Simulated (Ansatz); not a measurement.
**C2H3OS+: single points off equilibrium**

Aim: energy, forces and dipole at a frame of a short trajectory, from CCSD(T) and from density functionals.

Method: single points in def2-TZVPP; program: Ansatz 0.2.0, Gaussian basis.

Correlated methods freeze the cores.

## Step 1: Where the work starts

7 atoms, charge 1, spin multiplicity 1.

Atoms are counted from 1 here; the program's logs count them from 0.

Bond lengths: C1–C2 1.332 Å, C1–H5 1.221 Å, C2–O3 1.217 Å, C2–H6 1.131 Å, O3–S4 1.674 Å, S4–H7 1.372 Å. Angles: C2–C1–H5 137.6°, C1–C2–O3 132.5°, C1–C2–H6 94.6°, O3–C2–H6 129.5°, C2–O3–S4 126.3°, O3–S4–H7 89.7°.

Coordinates:

```xyz
7
charge 1, multiplicity 1
C    -0.8955    1.3121   -0.5373
C    -0.2011    0.4165    0.1621
O     0.8401   -0.1731   -0.0605
S     1.3968   -1.5372    0.7340
H    -1.3257    2.4432   -0.3778
H    -1.0749    0.1120    0.8118
H     1.0588   -2.2999   -0.3549
```

## Step 2: PBE-D4/def2-TZVPP

File run/in.yaml:

```yaml
crystal:
  periodic: [false, false, false]
  atoms:
    - {symbol: C, position_ang: [-0.895506, 1.312102, -0.537345]}
    - {symbol: C, position_ang: [-0.201119, 0.416502, 0.162115]}
    - {symbol: O, position_ang: [0.840140, -0.173132, -0.060469]}
    - {symbol: S, position_ang: [1.396808, -1.537170, 0.733965]}
    - {symbol: H, position_ang: [-1.325748, 2.443214, -0.377806]}
    - {symbol: H, position_ang: [-1.074855, 0.112041, 0.811785]}
    - {symbol: H, position_ang: [1.058773, -2.299922, -0.354885]}
basis:
  gaussian: {orbitals: def2-TZVPP}
total_charge: 1
hamiltonian: {xc: pbe, dispersion: d4}
output: {forces: true}
```

Started as:

```bash
> ansatz run in.yaml --threads 2 --pin off --events-out ev --progress --plain --max-ram 3481MiB
```

## Step 3: r2SCAN-D4/def2-TZVPP

Changes to run/in.yaml since step 2:

```diff
@@ -13,3 +13,3 @@
 total_charge: 1
-hamiltonian: {xc: pbe, dispersion: d4}
+hamiltonian: {xc: r2scan, dispersion: d4}
 output: {forces: true}
```

## Step 4: PBE0-D4/def2-TZVPP

Changes to run/in.yaml since step 3:

```diff
@@ -13,3 +13,3 @@
 total_charge: 1
-hamiltonian: {xc: r2scan, dispersion: d4}
-output: {forces: true}
+hamiltonian: {xc: pbe0, dispersion: d4}
+output: {forces: true, orbitals: {seedname: orbitals}}
```

## Step 5: wB97M-V/def2-TZVPP

Changes to run/in.yaml since step 4:

```diff
@@ -13,3 +13,3 @@
 total_charge: 1
-hamiltonian: {xc: pbe0, dispersion: d4}
-output: {forces: true, orbitals: {seedname: orbitals}}
+hamiltonian: {xc: {name: wB97M-V}}
+output: {forces: true}
```

## Step 6: CCSD(T)/def2-TZVPP

Changes to run/in.yaml since step 5:

```diff
@@ -13,3 +13,3 @@
 total_charge: 1
-hamiltonian: {xc: {name: wB97M-V}}
+correlation: {method: ccsd_t}
 output: {forces: true}
```

(Steps that only read results are left out.)

Q: Predict the outcome of this session. Wanted: energy less free atoms, CCSD(T)/def2-TZVPP; RMS force component; RMS force error; HOMO and LUMO, PBE0-D4; T1 diagnostic.

The runs gave:

| quantity | value |
| --- | --- |
| energy less free atoms, CCSD(T)/def2-TZVPP | -340.9 kcal/mol |
| RMS force component | 1.649 to 1.813 eV/Å over the methods |
| RMS force error | PBE-D4 0.310, r2SCAN-D4 0.225, PBE0-D4 0.273, wB97M-V 0.203 eV/Å |
| HOMO and LUMO, PBE0-D4 | -12.73 and -10.07 eV |
| T1 diagnostic | 0.022 |

What this shows: Against CCSD(T) the functionals' energies less atoms differ by -50.8 to -25.0 kcal/mol, PBE-D4 by -50.8 kcal/mol. The reference is not at the basis limit: in triple zeta CCSD(T) underbinds, which counts against methods that bind more; the gaps are no ranking. For forces wB97M-V does best and PBE-D4 worst. Frozen-core CCSD(T) forces in triple zeta carry basis errors of their own, and this is one geometry, so small gaps rank nothing. The restricted Hartree–Fock reference is unstable towards an unrestricted one at one or more of these structures.
